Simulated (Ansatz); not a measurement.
Task: a polarisability from point charges of F2Mg, SMILES [F][Mg][F], with the Ansatz DFT code, driven from Python. Give the script and its output. Settings (for the species named): PBE, def2-SVPD basis, multiplicity 1.

```xyz
3

F    -1.5471    0.8016   -0.7681
Mg   -0.0114   -0.0091   -0.0043
F     1.5476   -0.8573    0.7591
```

`field_f2mg.py`:
```python
import ansatz as az
import numpy as np


def main() -> None:
    molecule = (
        az.Crystal.molecule()
        .atom("F", (-1.5471, 0.8016, -0.7681))
        .atom("Mg", (-0.0114, -0.0091, -0.0043))
        .atom("F", (1.5476, -0.8573, 0.7591))
    )

    base = (
        molecule.calculation()
        .basis(gaussian="def2-SVPD")
        .functional("pbe")
        .accuracy("medium")
        .scf(lower_state_search="light")
        .forces()
    )
    centre = np.mean([site.position_ang for site in molecule.cartesian_sites], axis=0)
    field = 2 * 14.399645 * 2.0 / 40.0 ** 2


    def dipole(axis, sign):
        arm = 40.0 * np.eye(3)[axis]
        pair = [{"charge": sign * 2.0, "position_ang": (centre - arm).tolist()}, {"charge": -sign * 2.0, "position_ang": (centre + arm).tolist()}]
        deck = base.input().set(az.key.basis.gaussian.point_charges, pair)
        return np.array(az.Session.from_dict(deck).plan().execute().report["charge_distribution"]["dipole_moment_e_ang"])


    print(f"field {field:.4f} V/A")
    alpha = np.array([(dipole(axis, 1) - dipole(axis, -1)) / (2 * field) * 14.399645 for axis in range(3)])
    print("polarisability tensor (A^3)")
    print(np.array2string(alpha, precision=3, suppress_small=True))
    print(f"mean {np.trace(alpha) / 3:.3f} A^3 = {np.trace(alpha) / 3 / 0.14818471:.2f} bohr^3")


if __name__ == "__main__":
    main()
```

`python field_f2mg.py` gives:
```text
field 0.0360 V/A
polarisability tensor (A^3)
[[ 3.814 -0.405  0.372]
 [-0.402  3.26  -0.198]
 [ 0.37  -0.198  3.226]]
mean 3.433 A^3 = 23.17 bohr^3
```

What to keep in mind:
- These settings explore the input space; basis and method may be short of convergence.
- The geometry is a force-field or estimated start, not a minimum of this method, and the basis set is short of its limit. The field of two point charges is only nearly even.
- Finished in 7.7 s on 1 thread of Arm Neoverse V1, with other jobs on the host, peak memory 0.18 GiB.

(Lines on the test bed's own set-up are left out of the output.)
